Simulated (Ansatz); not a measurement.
**CH5OSi+: one structure at several levels**

The atoms stand at a structure displaced at random from a GFN2-xTB minimum. How far do the functionals agree with CCSD(T) there?

Method: single points in def2-TZVPP; program: Ansatz 0.2.0, Gaussian basis.

Correlated methods freeze the cores.

## Step 1: Starting geometry

SMILES `C=[SiH][OH2+]`, 8 atoms, charge 1, spin multiplicity 1.

Atoms are counted from 1 here; the program's logs count them from 0.

Bond lengths: C1–Si2 1.726 Å, C1–H4 1.093 Å, C1–H5 1.078 Å, Si2–O3 1.964 Å, Si2–H6 1.469 Å, O3–H7 0.930 Å, O3–H8 0.922 Å. Angles: Si2–C1–H4 125.0°, Si2–C1–H5 121.0°, H4–C1–H5 113.7°, C1–Si2–O3 105.4°, C1–Si2–H6 162.0°, O3–Si2–H6 92.6°, Si2–O3–H7 129.8°, Si2–O3–H8 119.3°, H7–O3–H8 110.2°.

Coordinates:

| atom | x (Å) | y (Å) | z (Å) |
| --- | --- | --- | --- |
| C1 | -1.18260 | 0.70890 | -0.70910 |
| Si2 | 0.27940 | 0.79910 | 0.20310 |
| O3 | 0.85030 | -1.06260 | 0.45860 |
| H4 | -1.66520 | -0.21810 | -1.03010 |
| H5 | -1.76200 | 1.59350 | -0.91950 |
| H6 | 1.43130 | 1.32470 | 0.94850 |
| H7 | 1.61950 | -1.39970 | 0.85700 |
| H8 | 0.38890 | -1.73830 | 0.03340 |

## Step 2: CCSD(T)/def2-TZVPP

File run/in.yaml:

```yaml
crystal:
  periodic: [false, false, false]
  atoms:
    - {symbol: C, position_ang: [-1.182600, 0.708900, -0.709100]}
    - {symbol: Si, position_ang: [0.279400, 0.799100, 0.203100]}
    - {symbol: O, position_ang: [0.850300, -1.062600, 0.458600]}
    - {symbol: H, position_ang: [-1.665200, -0.218100, -1.030100]}
    - {symbol: H, position_ang: [-1.762000, 1.593500, -0.919500]}
    - {symbol: H, position_ang: [1.431300, 1.324700, 0.948500]}
    - {symbol: H, position_ang: [1.619500, -1.399700, 0.857000]}
    - {symbol: H, position_ang: [0.388900, -1.738300, 0.033400]}
basis:
  gaussian: {orbitals: def2-TZVPP}
total_charge: 1
correlation: {method: ccsd_t}
output: {forces: true}
```

The command line of these runs was not kept.

## Step 3: PBE0-D4/def2-TZVPP

Edit run/in.yaml of step 2 so:

```diff
@@ -14,3 +14,3 @@
 total_charge: 1
-correlation: {method: ccsd_t}
-output: {forces: true}
+hamiltonian: {xc: pbe0, dispersion: d4}
+output: {forces: true, orbitals: {seedname: orbitals}}
```

## Step 4: wB97M-V/def2-TZVPP

Edit run/in.yaml of step 3 so:

```diff
@@ -14,3 +14,3 @@
 total_charge: 1
-hamiltonian: {xc: pbe0, dispersion: d4}
-output: {forces: true, orbitals: {seedname: orbitals}}
+hamiltonian: {xc: {name: wB97M-V}}
+output: {forces: true}
```

## Step 5: r2SCAN-D4/def2-TZVPP

Edit run/in.yaml of step 4 so:

```diff
@@ -14,3 +14,3 @@
 total_charge: 1
-hamiltonian: {xc: {name: wB97M-V}}
+hamiltonian: {xc: r2scan, dispersion: d4}
 output: {forces: true}
```

## Step 6: PBE-D4/def2-TZVPP

Edit run/in.yaml of step 5 so:

```diff
@@ -14,3 +14,3 @@
 total_charge: 1
-hamiltonian: {xc: r2scan, dispersion: d4}
+hamiltonian: {xc: pbe, dispersion: d4}
 output: {forces: true}
```

## Step 7: SPW92/def2-TZVPP

Edit run/in.yaml of step 6 so:

```diff
@@ -14,3 +14,3 @@
 total_charge: 1
-hamiltonian: {xc: pbe, dispersion: d4}
+hamiltonian: {xc: lda}
 output: {forces: true}
```

## Step 8: r2SCAN0-D4/def2-TZVPP

Edit run/in.yaml of step 7 so:

```diff
@@ -14,3 +14,3 @@
 total_charge: 1
-hamiltonian: {xc: lda}
+hamiltonian: {xc: {name: r2SCAN0}, dispersion: d4}
 output: {forces: true}
```

(Steps that only read results are left out.)

**Question.** What will these runs give? Wanted: energy less free atoms, CCSD(T)/def2-TZVPP; RMS force component; RMS force error; HOMO and LUMO, PBE0-D4; T1 diagnostic.

**Answer**, as computed:

| quantity | value |
| --- | --- |
| energy less free atoms, CCSD(T)/def2-TZVPP | -1841.3 kJ/mol |
| RMS force component | 1.083 to 1.402 eV/Å over the methods |
| RMS force error | PBE0-D4 0.204, wB97M-V 0.240, r2SCAN-D4 0.167, PBE-D4 0.218, SPW92 0.407, r2SCAN0-D4 0.246 eV/Å |
| HOMO and LUMO, PBE0-D4 | -11.96 and -6.56 eV |
| T1 diagnostic | 0.014 |

**Reading.** Against CCSD(T) the functionals' energies less atoms differ by -439.9 to -11.3 kJ/mol, PBE-D4 by -96.2 kJ/mol. A larger basis would deepen the CCSD(T) value, while the functionals are nearly converged already, so the order here is not reliable. On forces the order runs from r2SCAN-D4 to SPW92. Frozen-core CCSD(T) forces in triple zeta carry basis errors of their own, and this is one geometry, so small gaps rank nothing. The restricted Hartree–Fock reference is unstable towards an unrestricted one at one or more of these structures.
